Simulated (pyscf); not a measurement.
**Four-centre exchange: `[Cl][Sn]([Cl])([Cl])[Cl]` + `[NH3]` -> `[ClH]` + `[NH2][Sn]([Cl])([Cl])[Cl]`**

Gas phase, singlet surface, charge 0. Bonds broken: Cl1–Sn2, N6–H7. Bonds formed: Cl1–H7, Sn2–N6. Structures and frequencies: ωB97X-D3(BJ)/def2-SVP in PySCF.

Transition state (Å):

```xyz
9

Cl    -2.2612    -1.3781     0.1917
Sn     0.1590     0.2282    -0.3291
Cl     2.0140     1.6351    -0.2058
Cl    -1.1640     1.2521    -1.9078
Cl     1.0946    -1.8090    -0.8435
N     -0.5837     0.3584     1.6068
H     -1.6734    -0.5875     1.2059
H      0.1082     0.0453     2.2923
H     -0.8352     1.3213     1.8440
```

One imaginary mode, 301i cm⁻¹; descent along it reached the two sides named, in the forms told below.

| bond | change | reactant side (Å) | saddle | product side |
|---|---|---|---|---|
| Cl1–Sn2 | breaks | 2.381 | 3.0 | 3.5 |
| N6–H7 | breaks | 1.026 | 1.498 | 1.850 |
| Cl1–H7 | forms | 2.6 | 1.414 | 1.314 |
| Sn2–N6 | forms | 2.300 | 2.078 | 2.032 |

Electronic energies relative to the separated reactants (kcal/mol):

```
level                   barrier  reaction energy  reverse barrier
----------------------  -------  ---------------  ---------------
ωB97X-D3(BJ)/def2-TZVP     16.5            +19.3             -2.7
PBE/def2-TZVP              14.8            +18.0             -3.2
r²SCAN/def2-TZVP           14.6            +18.2             -3.6
B3LYP-D3(BJ)/def2-TZVP     16.0            +18.4             -2.3
PBE0-D3(BJ)/def2-TZVP      14.6            +18.2             -3.6
M06-2X/def2-TZVP           16.0            +17.6             -1.6
ωB97M-D3(BJ)/def2-TZVP     17.2            +17.4             -0.2
HF/def2-TZVP               32.6            +18.9             13.7
```

With ωB97M-D3(BJ)/def2-TZVP energies and thermal terms (ideal gas, 1 atm, RRHO with modes under 100 cm⁻¹ raised to 100, one conformer, R ln 2 for chiral ones without a mode under 150 cm⁻¹), in kcal/mol:

```csv
T (K),ΔH‡,ΔG‡,ΔH,ΔG
298,15.0,24.7,+15.3,+13.8
600,15.4,34.4,+16.0,+12.0
900,16.2,43.7,+16.7,+9.8
1200,17.1,52.8,+17.2,+7.5
```

On the reactant side the descent ends in an adduct with a N–Sn contact (not fully relaxed), 11.2 kcal/mol under the separated species and 27.7 kcal/mol under the saddle at ωB97X-D3(BJ)/def2-TZVP. On the product side the descent ends in a complex, 5.9 kcal/mol under the separated species and 3.2 kcal/mol under the saddle at ωB97X-D3(BJ)/def2-TZVP. At ωB97X-D3(BJ)/def2-TZVP, PBE, r²SCAN, B3LYP-D3(BJ), PBE0-D3(BJ), M06-2X, ωB97M-D3(BJ) the saddle lies under the separated products, which points to a path from their complex (located at ωB97X-D3(BJ) alone), and parting the products costs more than the saddle. What is counted as formed (N–Sn) is already present as a longer contact in the reactant adduct; forming that adduct is a step of its own. This is the saddle that the search found; another between the same sides may lie lower. Elements past Kr carry the def2 core potentials, without spin-orbit coupling.
